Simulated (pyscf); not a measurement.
Structures and frequencies: ωB97X-D3(BJ)/def2-SVP in PySCF.

SMILES: [NH2][Mo]([OH])([Cl])([Cl])([Cl])[Cl]
```xyz
10

N     -0.9813    -0.9207    -1.1198
Mo     0.1557     0.5106    -0.5860
O      0.8008     0.5132    -2.3112
Cl     1.2778     2.1258     0.6118
Cl    -1.1448     2.2822    -1.4392
Cl     1.8607    -0.8784     0.0377
Cl    -1.2837     0.3963     1.2214
H     -1.6976    -1.3566    -0.5420
H     -0.8585    -1.3724    -2.0269
H      0.3682     1.0298    -3.0103
```
Charge 0, spin multiplicity 1.

Problem. How much does it cost (ΔH, 298 K, ωB97M-D3(BJ)/def2-TZVP) to split H₂N–Mo(OH)(Cl)(Cl)(Cl)–Cl (SMILES [NH2][Mo]([OH])([Cl])([Cl])([Cl])[Cl]) at its Cl–Mo bond into [H₂N–Mo(OH)(Cl)(Cl)–Cl]• + Cl•?

Solution. Cl–Mo to [H₂N–Mo(OH)(Cl)(Cl)–Cl]• + Cl•: 21.8 kcal/mol. The 7 functionals that were run give +18.4 (M06-2X) to +42.0 kcal/mol (PBE). The radicals are drawn with the spin at the cut bond; how far it spreads was not checked. Other isomers of [H₂N–Mo(OH)(Cl)(Cl)–Cl]• were not searched in full and may lie lower. Left out: the spin-orbit lowering of Cl. Open-shell species with a d-block atom are single-reference here; other states, and whether the spin sits on metal or ligand, were not checked. Elements past Kr carry the def2 core potentials, without spin-orbit coupling.
